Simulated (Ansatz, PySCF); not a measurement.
Reaction: CHO (SMILES [CH]=O, doublet) → CHO+ (parent SMILES [CH]=O, singlet) + e-
Each species at its own B3LYP-D3(BJ)/def2-TZVP minimum (Ansatz, a program for electronic structure).

Wanted: adiabatic ionisation energy (0 K, zero-point energies from PySCF's Hessians at B3LYP-D3(BJ)/def2-TZVP), in eV. Open shells are spin-unrestricted; no spin-orbit coupling. CBS(X,Y): correlation extrapolated as X^-3, Hartree-Fock from the larger set (Q,5: extrapolated as (X+1)exp(-9√X)). A bracket is a step between two methods taken in the basis named. The functionals are non-relativistic, so their misses hold any scalar relativity. Double hybrids freeze cores in their MP2 part. 'core' is core correlation in cc-pwCVTZ, 'X2C' scalar relativity in cc-pVTZ-DK, both at CCSD(T).

Measured: 8.12 eV (CCCBDB table in ASE).

What does PBE/def2-TZVPD (Ansatz) give here, and how do the other levels compare?

PBE gives 8.40 eV, 0.28 eV above it. Errors of the others: r2SCAN/def2-TZVPD (Ansatz) 0.33; B3LYP/def2-TZVPD (Ansatz) 0.36; PBE0/def2-TZVPD (Ansatz) 0.29; wB97M-V/def2-TZVPD (Ansatz) 0.08; B2PLYP/def2-TZVPD (Ansatz) 0.10; CCSD(T)/CBS(cc-pVQZ,cc-pV5Z) + core + X2C (Ansatz) 0.04; CCSD(T)/CBS(cc-pVQZ,cc-pV5Z) + [CCSDT(Q) - CCSD(T)]/cc-pVTZ + [CCSDTQ - CCSDT(Q)]/cc-pVDZ + core + X2C (Ansatz) 0.05 eV. Nearer than PBE: wB97M-V/def2-TZVPD, B2PLYP/def2-TZVPD, CCSD(T)/CBS(cc-pVQZ,cc-pV5Z) + core + X2C, CCSD(T)/CBS(cc-pVQZ,cc-pV5Z) + [CCSDT(Q) - CCSD(T)]/cc-pVTZ + [CCSDTQ - CCSDT(Q)]/cc-pVDZ + core + X2C.
